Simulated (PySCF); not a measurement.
dichloromethane (CH2Cl2), SMILES ClCCl. Atoms are numbered in the order given.

```xyz
5

Cl    -1.4785     0.0000     0.2157
C      0.0000     0.0000    -0.7651
Cl     1.4785     0.0000     0.2157
H      0.0000    -0.9000    -1.3719
H      0.0000     0.9000    -1.3719
```
Charge 0, spin multiplicity 1.

Coordinates come from a r2SCAN-D4/def2-TZVP optimisation.

Calculation: B3LYP/pcJ-1 (PySCF).

Isotropic couplings with Fermi-contact, spin-dipole and both spin-orbit terms, one fixed conformer, no vibrational averaging. Isotopes: 13C, 1H.

Computed spin–spin coupling constants:
```
pair   bonds apart  J (Hz)
-----  -----------  ------
C2–H4            1   185.8
C2–H5            1   185.8
H4–H5            2    -6.7
```
